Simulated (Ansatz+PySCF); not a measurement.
Results of a calculation; reference values are marked as such.
## Ansatz (development build ahead of 0.2.0) run

```yaml
crystal:
  periodic: [false, false, false]
  atoms:
    - { symbol: O, position_ang: [0.0, 0.41962, 0.50176] }
    - { symbol: O, position_ang: [0.0, -0.41962, -0.50176] }
    - { symbol: H, position_ang: [0.0, -0.13113, 1.27383] }
    - { symbol: H, position_ang: [0.0, 0.13113, -1.27383] }
basis:
  gaussian: { orbitals: cc-pVTZ }
total_charge: 1
magnetization:
  spin_polarized: true
  initial_magnetization: 1
hamiltonian:
  xc: hf
correlation:
  method: mp2
  frozen_orbitals: { H: 0, O: 1 }
output:
  forces: true
```

The input is written out in the form of the current development build from the run's settings.

Results

```yaml
Converged: yes
Reference_energy: -150.48254 hartree
Correlation_energy: -0.46538 hartree
Total_energy: -150.94792 hartree
Spin_squared_of_the_determinant: 0.770
Stability_test: minimum
Occupied_orbitals_by_symmetry_in_an_Abelian_subgroup_alpha;_beta: 4 Ag 1 Au 1 Bg 3 Bu; 4 Ag 1 Au 3 Bu
```

Forces (eV/Å):
```tsv
atom	Fx	Fy	Fz
O1	0.000	1.979	-1.510
O2	0.000	-1.979	1.510
H3	0.000	-1.455	1.733
H4	0.000	1.455	-1.733
```

Caution: forces differ strongly between restricted and unrestricted references; MP2 on this radical cation hangs on the determinant chosen.
